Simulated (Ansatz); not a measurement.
**Pt (model structure, started from the simple cubic type, Pm-3m, No. 221, 1 atom in the cell): equilibrium lattice constant a by level of theory**

No measured value is used here.

```
level (code)         value (Å)
-------------------  ---------
PBE (Ansatz)               [?]
PBEsol (Ansatz)          2.588
PBE-D3(BJ) (Ansatz)      2.599
r²SCAN (Ansatz)          2.604
```

Problem. Some entries are withheld; supply them.

Solution. 
- PBE (Ansatz, an electronic-structure program), value (Å): 2.625

The crystal itself was run without spin with PBE, PBEsol, PBE-D3(BJ), r²SCAN; a magnetic state was not tried in these runs. Density-functional levels without +SOC have no spin–orbit coupling. Ansatz's density-functional and Hartree–Fock values are scalar-relativistic unless marked +SOC, with PAW data made under PBE.

A model structure was made by putting elements into a prototype or built by hand; it is no filed structure, need not be a known phase, and can be a saddle point held by its symmetry.
